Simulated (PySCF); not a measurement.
Working out the electron affinity of Al

Al⁻ [Ne] 3s2 3p2 (3P) → Al [Ne] 3s2 3p1 (2P). Calculation: PySCF 2.14, in dyall-av3z; scalar relativity by spin-free X2C-1e. Frozen: [Ne]; the 22 highest virtual orbitals dropped. Energies in hartree (1 hartree = 27.21139 eV):

| part | Al⁻ (lower) | Al (upper) |
| --- | --- | --- |
| UHF | -242.317686 | -242.317354 |
| CCSD correlation | -0.064861 | -0.051661 |
| (T) | -0.003107 | -0.001220 |

Q: What does Hartree-Fock give?

A: (-242.317354) − (-242.317686) = 0.000332 hartree = 0.009 eV.

Q: What do CCSD and CCSD(T) give?

A: The CCSD correlation energies differ by 0.013200 hartree = 0.359 eV and the triples by 0.001887 hartree = 0.051 eV, so CCSD gives 0.368 eV and CCSD(T) 0.419 eV.

A first-order spin-orbit estimate adds -0.003 eV to CCSD(T) (valence), giving 0.416 eV against 0.433 eV (measured; photodetachment measurements, as compiled on the Wikipedia data page of electron affinities).

What remains against the reference includes basis incompleteness, the frozen core and higher excitations.
